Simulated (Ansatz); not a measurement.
# BH9N2: the cost of one run

Program: Ansatz 0.2.0, Gaussian basis. Level of theory: PBE0-D4, def2-SVP first, then def2-TZVP. These are calculated values, not measurements.

190 further runs of the same task are left out: 190 set aside as unsound or not needed.

### Step 1. The system as given

The guess: 12 atoms, charge 0, spin multiplicity 1.

Atoms are counted from 1 here; the program's logs count them from 0.

Bond lengths: B1–H2 1.372 Å, B1–H3 1.187 Å, B1–H4 1.187 Å, B1–N6 1.545 Å, H5–N8 1.102 Å, N6–H9 1.010 Å, N6–H10 1.010 Å, N8–H11 1.008 Å, N8–H12 1.008 Å. Angles: H2–B1–H3 103.5°, H2–B1–H4 103.5°, H2–B1–N6 106.0°, H3–B1–H4 116.0°, H3–B1–N6 113.2°, H4–B1–N6 113.1°, B1–N6–H9 112.7°, B1–N6–H10 112.7°, H9–N6–H10 107.4°, H5–N8–H11 113.2°, H5–N8–H12 113.3°, H11–N8–H12 111.9°.

Geometry (Å):

```xyz
12
charge 0, multiplicity 1
B    -1.18830   -0.15070   -0.70130
H    -0.00840   -0.03560   -1.39210
H    -1.60050   -1.21330   -1.03310
H    -1.81580    0.78840   -1.06640
H     0.71520    0.09940    0.73750
N    -0.81370   -0.08370    0.79640
H     0.90510    0.08370   -0.89970
N     1.68170    0.20340    0.21870
H    -1.05630   -0.92680    1.29760
H    -1.25370    0.68980    1.27460
H     2.11630    1.10150    0.36330
H     2.31840   -0.55600    0.40450
```

Distances that are to change: B1–N6 1.55 Å, H5–N8 1.10 Å, H2–H7 1.04 Å, B1–H2 1.37 Å, H5–N6 1.54 Å, H7–N8 1.37 Å.

### Step 2. Constrained relaxation of the guess

Contents of hold/in.yaml:

```yaml
crystal:
  periodic: [false, false, false]
  atoms:
    - {symbol: B, position_ang: [-1.188300, -0.150700, -0.701300]}
    - {symbol: H, position_ang: [-0.008400, -0.035600, -1.392100]}
    - {symbol: H, position_ang: [-1.600500, -1.213300, -1.033100]}
    - {symbol: H, position_ang: [-1.815800, 0.788400, -1.066400]}
    - {symbol: H, position_ang: [0.715200, 0.099400, 0.737500]}
    - {symbol: N, position_ang: [-0.813700, -0.083700, 0.796400]}
    - {symbol: H, position_ang: [0.905100, 0.083700, -0.899700]}
    - {symbol: N, position_ang: [1.681700, 0.203400, 0.218700]}
    - {symbol: H, position_ang: [-1.056300, -0.926800, 1.297600]}
    - {symbol: H, position_ang: [-1.253700, 0.689800, 1.274600]}
    - {symbol: H, position_ang: [2.116300, 1.101500, 0.363300]}
    - {symbol: H, position_ang: [2.318400, -0.556000, 0.404500]}
basis:
  gaussian: {orbitals: def2-SVP}
hamiltonian: {xc: pbe0, dispersion: d4}
relax: {f_tol: 0.04, max_steps: 150, escape_saddle: false, constraints: [{distance: [0, 5]}, {distance: [4, 7]}, {distance: [1, 6]}, {distance: [0, 1]}, {distance: [4, 5]}, {distance: [6, 7]}]}
```

The run is started by

```console
ansatz run in.yaml --threads 4 --pin off --events-out ev --progress --plain --max-ram 9574MiB
```

**Question.** How long does this run take on 4 threads of Arm Neoverse V1, shared host?

About 3.4 s.
